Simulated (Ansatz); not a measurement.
# BSiNH (doublet): from Hartree-Fock to the top rungs at a displaced geometry (v1), cc-pVDZ

One table from this session's results is given with a row withheld; the runs are named, their logs left out.

Computed with Ansatz 0.2.0, Gaussian basis. Level: cc-pVDZ, core rule «outside noble gas», up to 7 orbitals frozen.

To be run: UHF; CCSD(T) on ROHF; CCSD(T) on UHF; BCCD(T) on ROHF; CISD; CCSDT(Q) on ROHF; CCSDT(Q) on UHF; CASSCF and MRCISD+Q, 9 electrons in 9 orbitals; CASSCF and NEVPT2, 9 electrons in 9 orbitals.

22 further runs of the same task are left out: 10 that didn't finish, 12 set aside as unsound or not needed.

## The system

The geometry is a PBE0/def2-TZVP stationary point (not a proven minimum) with its atoms shifted at random (size 0.040 Å).

4 atoms, charge 0, spin multiplicity 2.

Atoms are counted from 1 here; the program's logs count them from 0.

Bond lengths: B1–N2 1.277 Å, B1–H4 1.149 Å, N2–Si3 1.727 Å. Angles: N2–B1–H4 176.7°, B1–N2–Si3 176.9°.

The first run:

in.yaml

```yaml
crystal:
  periodic: [false, false, false]
  atoms:
    - {symbol: B, position_ang: [0.002337, -0.001845, 0.783196]}
    - {symbol: N, position_ang: [0.001504, -0.017987, -0.494157]}
    - {symbol: Si, position_ang: [0.049468, 0.041323, -2.219770]}
    - {symbol: H, position_ang: [-0.053309, -0.021491, 1.930732]}
basis:
  gaussian: {orbitals: cc-pVDZ}
magnetization: {spin_polarized: true, initial_magnetization: 1}
hamiltonian: {xc: hf}
output: {orbitals: {seedname: orbitals}}
```

Launch:

```console
> ansatz run in.yaml --threads 1 --pin off --events-out ev --progress --plain --max-ram 2393MiB
```

Among the steps run: UHF; CCSD(T) on ROHF; CCSD(T) on UHF; BCCD(T) on ROHF; CISD; CCSDT(Q) on ROHF; CCSDT(Q) on UHF; CASSCF and MRCISD+Q, 9 electrons in 9 orbitals; CASSCF and NEVPT2, 9 electrons in 9 orbitals.

One table of the session follows, with a row left open; its other results are not shown here.

It belongs to the step «Misses and costs». 

| method | from UCCSDT(Q) (kcal/mol) |
| --- | --- |
| ROHF | +215.43 |
| UHF | +212.16 |
| RMP2 | +25.58 |
| UMP2 | +26.35 |
| CISD | +31.38 |
| RCCSD | +10.01 |
| UCCSD | +9.88 |
| RCCSD(T) | ? |
| UCCSD(T) | +1.41 |
| BCCD(T) | +1.35 |
| RCCSDT | +0.82 |
| UCCSDT | +0.81 |
| RCCSDT(Q) | +0.10 |
| UCCSDT(Q) | 0 |
| CASSCF frontier | +136.43 |
| NEVPT2 frontier | +36.41 |
| MRCISD frontier | +14.32 |
| MRCISD+Q frontier | +2.00 |

Estimate the missing values for RCCSD(T).

As computed: from UCCSDT(Q) (kcal/mol): +1.36. In the column «from UCCSDT(Q) (kcal/mol)» it lies between BCCD(T) (+1.35) and UCCSD(T) (+1.41).

Caveats from the session: Restricted and unrestricted rows rest on different reference determinants; where their highest levels disagree by more than a few hundredths of an eV, they describe different states and don't form one ladder.
